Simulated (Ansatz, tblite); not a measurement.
Cost and result up the ladder for Si3H4 (7 atoms). Total charge 0; singlet. Geometry: PBE0-D4/def2-TZVP.

```xyz
7

Si    1.371    0.038   -0.235
Si   -0.037    0.838    1.110
Si   -0.820   -0.539   -0.538
H     2.779   -0.094   -0.697
H    -1.618   -0.018   -1.686
H    -0.354    1.688    2.289
H    -1.321   -1.913   -0.244
```

Ansatz on 4 threads of Arm Neoverse V1 on a shared host; xTB runs through tblite on one thread. Times are rough, summed over both states, and most runs start from the orbitals of an earlier one. PBE-QIDH/def2-TZVP serves as the yardstick here, not as an exact answer. The other state is a quintet at its own geometry, which has other bonds, so the gap mixes isomer and spin.

The xTB rows come from tblite. LC-ωPBE has ω = 0.4 bohr⁻¹. Correlated methods freeze 15 core orbitals. The structure comes from a short search, and lower isomers may exist.

Run but left out: HF/def2-TZVP, HF/def2-TZVPP (singlet: restricted singlet, unstable towards broken spin symmetry).

Correlated methods converge slowly with the basis.

xTB has no spin-polarisation term.

```json
{"level": "GFN1-xTB", "functions": "35", "wall time": "0.008 s", "quintet − singlet (eV)": "3.75", "difference from PBE-QIDH/def2-TZVP (eV)": "1.18", "remarks": "–"}
{"level": "GFN2-xTB", "functions": "31", "wall time": "0.008 s", "quintet − singlet (eV)": "2.10", "difference from PBE-QIDH/def2-TZVP (eV)": "-0.48", "remarks": "–"}
{"level": "LDA (SPW92)/def2-TZVP", "functions": "135", "wall time": "1.3 s", "quintet − singlet (eV)": "3.19", "difference from PBE-QIDH/def2-TZVP (eV)": "0.61", "remarks": "–"}
{"level": "MP2/def2-TZVP", "functions": "135", "wall time": "1.9 s", "quintet − singlet (eV)": "2.72", "difference from PBE-QIDH/def2-TZVP (eV)": "0.14", "remarks": "restricted SCF unstable (singlet)"}
{"level": "PBE-D4/def2-TZVP", "functions": "135", "wall time": "2.4 s", "quintet − singlet (eV)": "2.67", "difference from PBE-QIDH/def2-TZVP (eV)": "0.09", "remarks": "–"}
{"level": "revPBE-D4/def2-TZVP (with forces)", "functions": "135", "wall time": "2.5 s", "quintet − singlet (eV)": "2.53", "difference from PBE-QIDH/def2-TZVP (eV)": "-0.04", "remarks": "–"}
{"level": "PBE0-D4/def2-TZVP", "functions": "135", "wall time": "3 s", "quintet − singlet (eV)": "2.51", "difference from PBE-QIDH/def2-TZVP (eV)": "-0.06", "remarks": "–"}
{"level": "BHLYP-D4/def2-TZVP", "functions": "135", "wall time": "3 s", "quintet − singlet (eV)": "2.39", "difference from PBE-QIDH/def2-TZVP (eV)": "-0.19", "remarks": "–"}
{"level": "LC-ωPBE/def2-TZVP", "functions": "135", "wall time": "3 s", "quintet − singlet (eV)": "2.24", "difference from PBE-QIDH/def2-TZVP (eV)": "-0.34", "remarks": "–"}
{"level": "RPA@PBE/def2-TZVP", "functions": "135", "wall time": "3.8 s", "quintet − singlet (eV)": "2.57", "difference from PBE-QIDH/def2-TZVP (eV)": "0.00", "remarks": "–"}
{"level": "PBE-QIDH/def2-TZVP", "functions": "135", "wall time": "5 s", "quintet − singlet (eV)": "2.58", "difference from PBE-QIDH/def2-TZVP (eV)": "0.00", "remarks": "–"}
{"level": "r2SCAN-D4/def2-TZVP", "functions": "135", "wall time": "5.6 s", "quintet − singlet (eV)": "2.41", "difference from PBE-QIDH/def2-TZVP (eV)": "-0.17", "remarks": "–"}
```
